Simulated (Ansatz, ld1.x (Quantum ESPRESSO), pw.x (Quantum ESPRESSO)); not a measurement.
**gold (Au): one change to the RRKJ potential, in the atom and in the fcc crystal**

gold (Au), norm-conserving RRKJ (Kleinman–Bylander form), made with ld1.x (Quantum ESPRESSO) 7.5 (PBE, scalar-relativistic). Core [Xe] 4f14, reference 5d10 6s1 6p0. Waves: 6p (bound, empty): rc 2.45 bohr; 5d (bound): rc 1.70 bohr; 6s (bound): rc 2.50 bohr. Local part: the s channel. Core correction: a·sin(br)/r model core inside 1.10 bohr.

Change: wave 5d (bound): rc 1.70 bohr becomes 5d (bound): rc 2.58 bohr.

Cutoffs, loose and tight: the cutoffs (Ry, on a coarse ladder) from which the occupation-weighted sum of valence levels, in a spherical-Bessel basis at the reference potential, stays within 10 and 1 mRy of its value at 400 Ry. They do not see the model core or the augmentation charge, which bear on the density cutoff. Test errors are all-electron minus pseudo excitation energies from the reference, over the configurations 5d10 6s0 6p0; 5d9 6s0 6p0; 5d8 6s0 6p0; 5d7 6s0 6p0; 5d10 6s0 6p1; 5d10 6s0.5 6p0; 5d9 6s1 6p0; variants that change the core or the reference have their own tests.

Crystal test: fcc Au in pw.x 7.5, no spin, 14³ k-points, Fermi–Dirac smearing 0.01 Ry, cutoffs set for each file from its atomic test. The reference is all-electron LAPW (Ansatz 0.2.0) with the same functional, mesh and smearing; V0 and B0 come from Birch–Murnaghan fits to the pressures at five volumes. Errors are pseudo minus all-electron; Δ is the rms difference of the E(V) curves that follow from these fits, minima aligned, over ±6 % about the mean V0. Mesh and smearing are coarse, so the numbers serve the comparison and aren't converged zero-temperature values; the lattice is a test structure that the element need not adopt.

All-electron: a0 = 4.158 Å (V0 = 17.97 Å³/atom), B0 = 139.3 GPa.

Question: Does the change bring the crystal closer to the all-electron result?

Answer: The mean pressure error goes from +3.58 to +5.19 GPa, so the change moves the solid further from the all-electron pressures.

| quantity | base | changed |
| --- | --- | --- |
| outcome (atom) | generated | generated |
| cutoff, loose (atom) | 40 Ry | 30 Ry |
| cutoff, tight (atom) | 55 Ry | 40 Ry |
| bound ghosts (atom) | none | none |
| largest test error (meV) (atom) | -1035 | -450 |
| cutoffs in pw.x (Ry) | 70/280 | 50/200 |
| a0 (Å) | 4.193 | 4.209 |
| a0 error (%) | +0.86 | +1.23 |
| B0 error (%) | -4.1 | -7.2 |
| Δ (meV/atom) | 14.0 | 19.9 |
| mean pressure error (GPa) | +3.58 | +5.19 |

Base: This is a poor potential for the solid. Changed file: This is a poor potential for the solid. The free energy does not fall steadily as the cutoff rises, most likely since the density grid, which shrinks with it, is too coarse for the model core; the lower cutoffs are not converged. The atomic cutoffs weigh occupied waves only.
